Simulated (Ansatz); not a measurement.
**α-quartz (SiO2)**

These are PBE (Ansatz, a program for electronic structure, plane waves, PAW) values and carry that method's errors.

Settings: plane-wave cutoff 520 eV, 6×6×4 k mesh (along the axes of the cell as run), perturbation theory, scalar-relativistic PAW data made under PBE.

Cell: measured lattice: a = 4.913 Å, b = 4.913 Å, c = 5.405 Å, α = 90.00°, β = 90.00°, γ = 120.00°.

electronic dielectric constant ε∞ (mean over three axes): 2.51
static dielectric constant (mean over three axes): 4.75

Measured, for comparison: high-frequency dielectric constant 2.36 (temperature not stated, no zero-point or thermal correction, mean, our sources range from 2.30 to 2.36; as tabulated in Chen et al. (2018), doi:10.1103/physrevmaterials.2.073803); static dielectric constant 4.5 (temperature not stated, no zero-point or thermal correction, mean of the two values across and the one along c; as tabulated in He et al. (2014), arXiv:1309.4805). Computed (rounded) less measured: high-frequency dielectric constant +6 % (+6 % to +9 % over the range), static dielectric constant +6 %.

Note: the cell isn't this level's own, so it is under some stress, which shifts stiffness and frequencies.

Computing time: roughly 30 core-minutes.
